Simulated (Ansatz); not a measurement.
A nudged elastic band was laid between two geometries of BFH5N (8 atoms, charge 0, multiplicity 1).

All numbers below come from Ansatz, RKS revPBE/def2-SVP.

| Property | Result |
| --- | --- |
| movable images | 7 |
| climbing image | yes |
| spring | 5.0 eV/Å² |
| optimiser | quadratic models (default) |
| start path | through a guess of the saddle point |
| force threshold | 0.05 eV/Å |
| iteration limit | 60 |
| end points | relaxed |

Initial state:

```xyz
8
Properties=species:S:1:pos:R:3
B 0.025 -0.113 0.165
F 0.224 0.700 1.293
H 0.969 -0.126 -0.638
H -1.105 -0.036 -0.337
N 0.049 -1.684 0.797
H -0.113 -2.385 0.061
H 0.955 -1.894 1.243
H -0.682 -1.802 1.515
```

Final state:

```xyz
8
Properties=species:S:1:pos:R:3
B 0.100 -0.570 -0.371
F -0.411 0.242 2.378
H 1.103 0.090 -0.548
H -0.983 -0.266 -0.825
N 0.201 -1.757 0.394
H -0.571 -2.420 0.492
H 1.095 -2.135 0.715
H -0.209 -0.525 1.862
```

Q: Which bonds break or form, and what moves?

A: Bonds broken: B1–F2, N5–H8. Bonds formed: F2–H8. BFH5N becomes BH4N + FH.

Q: What energy profile does the band end with?

A: The run converged. The highest image is number 6 of 0 to 8, 1.23 eV above the first end and 0.33 eV above the last; the last end lies 0.90 eV above the first. A vibrational analysis at the climbing image gives one clearly imaginary mode, 512i cm⁻¹: a first-order saddle point. The orbitals stay closed-shell, which can raise the energy where a bond breaks towards radicals; this wasn't checked here.

```json
{"image": "0", "path coordinate (Å)": "0.00", "energy (eV)": "0.00", "B1–F2 (Å)": "1.41", "N5–H8 (Å)": "1.03", "F2–H8 (Å)": "2.67"}
{"image": "1", "path coordinate (Å)": "0.39", "energy (eV)": "0.01", "B1–F2 (Å)": "1.41", "N5–H8 (Å)": "1.03", "F2–H8 (Å)": "2.53"}
{"image": "2", "path coordinate (Å)": "0.77", "energy (eV)": "0.04", "B1–F2 (Å)": "1.41", "N5–H8 (Å)": "1.03", "F2–H8 (Å)": "2.41"}
{"image": "3", "path coordinate (Å)": "1.16", "energy (eV)": "0.06", "B1–F2 (Å)": "1.41", "N5–H8 (Å)": "1.03", "F2–H8 (Å)": "2.31"}
{"image": "4", "path coordinate (Å)": "1.54", "energy (eV)": "0.18", "B1–F2 (Å)": "1.44", "N5–H8 (Å)": "1.04", "F2–H8 (Å)": "1.89"}
{"image": "5", "path coordinate (Å)": "1.93", "energy (eV)": "0.74", "B1–F2 (Å)": "1.58", "N5–H8 (Å)": "1.14", "F2–H8 (Å)": "1.42"}
{"image": "6", "path coordinate (Å)": "2.32", "energy (eV)": "1.23", "B1–F2 (Å)": "1.84", "N5–H8 (Å)": "1.45", "F2–H8 (Å)": "1.07"}
{"image": "7", "path coordinate (Å)": "2.83", "energy (eV)": "0.99", "B1–F2 (Å)": "2.41", "N5–H8 (Å)": "1.81", "F2–H8 (Å)": "0.96"}
{"image": "8", "path coordinate (Å)": "3.34", "energy (eV)": "0.90", "B1–F2 (Å)": "2.91", "N5–H8 (Å)": "1.96", "F2–H8 (Å)": "0.95"}
```

Q: What is the geometry of the highest image?

A: 
```xyz
8
Properties=species:S:1:pos:R:3
B 0.035 -0.393 -0.025
F -0.308 0.273 1.656
H 1.080 0.144 -0.335
H -0.999 -0.183 -0.628
N 0.154 -1.752 0.636
H -0.570 -2.450 0.442
H 1.078 -2.193 0.677
H -0.145 -0.786 1.675
```

Q: What are the harmonic wavenumbers there?

A: 512i, 435, 475, 702, 708, 772, 884, 970, 1087, 1136, 1173, 1231, 1537, 2000, 2515, 2617, 3469, 3561 cm⁻¹.

Time of the run: 2.1 min on 1 thread of Arm Neoverse V1, on a shared host, peak memory 0.12 GiB.
